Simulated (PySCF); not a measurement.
Species: C3HO (doublet state).
SMILES with atom numbers: `[C:1]#[C:2][CH:3]=[O:4]` (hydrogens: H5 on C3)

The calculation used UKS B3LYP, pcH-1 on C H O, non-relativistic, mean-field spin-orbit, GIAO in PySCF. Isolated species at its GFN2-xTB geometry, gas phase. The geometry wasn't refined by DFT: couplings that depend on bond lengths, twists or pyramidal angles can differ widely from those at the functional's own minimum.

What is the g tensor, term by term?

```json
{"Δg (ppm)": "relativistic mass correction", "1": "-174", "2": "-174", "3": "-174"}
{"Δg (ppm)": "gauge correction", "1": "21", "2": "12", "3": "2"}
{"Δg (ppm)": "orbital Zeeman/spin–orbit", "1": "-391", "2": "-53", "3": "1766"}
{"Δg (ppm)": "total", "1": "-545", "2": "-215", "3": "1594"}
```

So g = 2.00177, 2.00210, 2.00391 and g_iso = 2.00260; the tensor is rhombic: the two nearest values differ by 15 % of g3 − g1. Axes: g1 points within 1° of the C1–C2 bond and g2 is normal to the molecular plane.

What effective moment and Curie constant follow for a powder?

With the mean of g² = 4.0104 and S(S+1) = 0.75: μ_eff = √(⟨g²⟩S(S+1)) = 1.734 μB and χT = 0.12505·⟨g²⟩·S(S+1) = 0.376 cm³ K/mol (cgs; spin-Hamiltonian part alone).

At 9.745 GHz, how far is the centre of the isotropic spectrum from where a free electron (g = 2.002319) resonates?

B = hν/(g μB) with μB/h = 13.99624 MHz/mT gives 347.73 mT for the free electron and 347.68 mT at g_iso, 0.05 mT lower.

What are the electron Larmor frequencies g μB B/h along the three axes at 330 mT?

9.2457, 9.2472, 9.2556 GHz for g1, g2 and g3, a range of 9.9 MHz.

In a frozen sample, at which fields do the three g values resonate at 9.5, 34, 94 and 263 GHz (hyperfine left aside), and which band first spreads them over more than twice a line width of 0.5 mT?

```tsv
band	GHz	B(g3) mT	B(g2) mT	B(g1) mT	spread mT
X	9.5	338.71	339.02	339.08	0.36
Q	34.0	1212.24	1213.33	1213.53	1.30
W	94.0	3351.49	3354.51	3355.07	3.58
J	263.0	9377.03	9385.50	9387.05	10.02
```

The spread grows in proportion to the frequency. Q band is the first where it exceeds 1.0 mT.

The largest Mulliken spin populations are on C1 (+1.09) and C2 (-0.16). C1 is the only atom above +0.15.

The HOMO–LUMO gaps are 5.67 eV among the α and 2.25 eV among the β orbitals.
